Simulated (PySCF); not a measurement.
# [C₅H₇]+, charge +1

Geometry:
```csv
atom,x (Å),y (Å),z (Å)
C1,1.863,0.053,0.216
C2,0.467,-0.215,-0.141
C3,-0.432,-1.200,0.284
C4,-1.271,-0.109,0.324
C5,-0.565,0.735,-0.699
H6,1.986,1.092,0.560
H7,2.271,-0.657,0.945
H8,2.443,-0.020,-0.725
H9,-0.365,-2.167,0.783
H10,-2.001,0.190,1.089
H11,-0.439,1.810,-0.508
H12,-0.867,0.525,-1.733
```

Total charge +1.

Method used: PySCF 2.14.0, TDDFT wB97X-D/def2-SVPD excited states, vertical, gas phase. Geometry: PBE0-D3(BJ)/def2-SVP.

How strongly do the lowest singlets absorb one photon, and two photons of half the energy?

δ for parallel linear polarisation; σ at the peak of a Lorentzian of half width 0.1 eV, single beam; Ω is circular over linear.
```
state  E (eV)      f  photon λ (nm)  δ (au)  σ (GM)     Ω                                    main
   S1    6.11  0.102            406    1.94    0.03  1.20                          HOMO→LUMO 0.93
   S2    6.62  0.001            375    0.26    0.00  1.43      HOMO−1→LUMO 0.87, HOMO−2→LUMO 0.09
   S3    7.15  0.040            347    2.24    0.04  1.09      HOMO−2→LUMO 0.46, HOMO→LUMO+1 0.43
   S4    7.48  0.096            332    7.55    0.15  1.40      HOMO→LUMO+1 0.49, HOMO−2→LUMO 0.32
   S5    7.75  0.012            320    1.86    0.04  1.12  HOMO−1→LUMO+1 0.68, HOMO−2→LUMO+1 0.18
```

Among these, the strongest one-photon state is S1, the strongest two-photon state S4.
